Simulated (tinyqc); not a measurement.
Geometry optimisation on the RHF/sto-3g surface (energies and gradients from PySCF), for BH, spin multiplicity 1, step by step. One step of it, computed by the program tinyqc.

Task: Step 3: move. Quasi-Newton step p = -H^(-1) g (the inverse Hessian comes from BFGS updates; coordinates in the order x, y, z of each atom); steps longer than 0.3 bohr are cut back.

positions after step 2 (bohr):
```
           x         y         z
1B  0.000000  0.000000  0.056233
2H  0.000000  0.000000  2.341830
```

gradient (hartree/bohr):
```
             x           y            z
1B  0.00000000  0.00000000   0.00177104
2H  0.00000000  0.00000000  -0.00177104
```

inverse Hessian in use (bohr^2/hartree):
```
          1         2          3         4         5          6
1  1.000000  0.000000   0.000000  0.000000  0.000000   0.000000
2  0.000000  1.000000   0.000000  0.000000  0.000000   0.000000
3  0.000000  0.000000   1.368817  0.000000  0.000000  -0.368817
4  0.000000  0.000000   0.000000  1.000000  0.000000   0.000000
5  0.000000  0.000000   0.000000  0.000000  1.000000   0.000000
6  0.000000  0.000000  -0.368817  0.000000  0.000000   1.368817
```

Give: positions after step 3.

Result:

positions after step 3 (bohr):
```
         x       y       z
1B  0.0000  0.0000  0.0532
2H  0.0000  0.0000  2.3449
```
